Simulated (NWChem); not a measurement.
# OCS (carbonyl sulfide): HF/def2-TZVP

Aim: the vertical ionisation energy of OCS (carbonyl sulfide) at HF/def2-TZVP, from 2 runs. 

The results are computed with NWChem 7.3.0.

3 further runs of the same task are left out: 3 set aside as unsound or not needed.

## Step 1: The system as given

OCS has 3 atoms, charge 0, and is taken as a singlet. SMILES: `O=C=S`. Geometry: relaxed at PBE0-D4/def2-TZVP.

Bond lengths: O1–C2 1.152 Å, C2–S3 1.558 Å. Angles: O1–C2–S3 180.0°.

## Step 2: Energy and forces at HF/def2-TZVP

The input, geom.nw:

```
start geom
title "COS gradient"
memory stack 880 mb heap 220 mb global 1100 mb

geometry noautosym nocenter noautoz
 O     0.921990    0.684410    0.582150
 C     0.096740    0.071800    0.061080
 S    -1.018720   -0.756210   -0.643230
end

basis spherical bse
 O library def2-TZVP
 C library def2-TZVP
 S library def2-TZVP
end

scf
 thresh 1e-08
 maxiter 80
 print low
end

task scf gradient
```

Run with:

```bash
$ nwchem geom.nw > geom.out
```

Output (excerpt; [...] marks lines left out):

```text
[...]
  functions       =    99
[...]
  wavefunction    = RHF
[...]
         Total SCF energy =   -510.340220282522
      One-electron energy =   -861.453577769104
      Two-electron energy =    271.458355823147
 Nuclear repulsion energy =     79.655001663435
        Time for solution =     18.5s
[...]
                         RHF ENERGY GRADIENTS
    atom               coordinates                        gradient
                 x          y          z           x          y          z
   1 O       1.742308   1.293347   1.100104    0.045553   0.033817   0.028763
   2 C       0.182812   0.135682   0.115424   -0.044708  -0.033191  -0.028229
   3 S      -1.925102  -1.429030  -1.215528   -0.000846  -0.000626  -0.000534
 Task  times  cpu:       29.1s     wall:       29.1s
 Total times  cpu:       29.1s     wall:       29.1s
```

Wall time 30 s (1 thread of AMD EPYC 7R43 (Zen 3), shared host); peak memory 0.1 GiB.

## Step 3: The doublet cation: a single-point energy at UHF/def2-TZVP

The input, sp.xyz:

```xyz
3

O      0.921990     0.684410     0.582150
C      0.096740     0.071800     0.061080
S     -1.018720    -0.756210    -0.643230
```

The input, sp.nw:

```
start sp
memory 2200 mb
charge 1

geometry units angstroms noautosym nocenter noautoz
load format xyz sp.xyz
end

basis spherical bse
O library def2-TZVP
C library def2-TZVP
S library def2-TZVP
end

scf
nopen 1
uhf
thresh 1e-08
maxiter 80
print medium
end

task scf
```

Run with:

```bash
$ nwchem sp.nw > sp.out
```

Output:

```text
[...]
  functions       =    99
[...]
  wavefunction    = UHF
[...]
         Total SCF energy =   -509.968804622502
      One electron energy =   -851.993621962789
      Two electron energy =    262.369815676852
 Nuclear repulsion energy =     79.655001663435
                       Sz =      0.5000
                 Sz(Sz+1) =      0.7500
                      S^2 =      0.8956
[...]
```

Wall time 46 s (1 thread of AMD EPYC 7R43 (Zen 3), shared host); peak memory 0.1 GiB.

## Step 4: Summary of results

At HF/def2-TZVP:

| quantity | value |
| --- | --- |
| singlet OCS: total energy | -510.34022 Eh |
| singlet OCS: largest force on an atom | 3.271 eV/Å |
| doublet cation: total energy | -509.96880 Eh |
| doublet cation: HOMO energy (highest over α and β) | -19.29 eV |
| doublet cation: LUMO energy (lowest over α and β) | -8.83 eV |
| doublet cation: ⟨S²⟩ | 0.896 |
| vertical ionisation energy (to the doublet cation) | 10.107 eV |

What this shows: The vertical ionisation energy comes to 10.11 eV (975 kJ/mol). The largest force (singlet OCS) is 3.27 eV/Å: the shape isn't a stationary point for this species at this level. ⟨S²⟩ (doublet cation) is 0.90 where a pure doublet has 0.75: the reference is spin-contaminated.
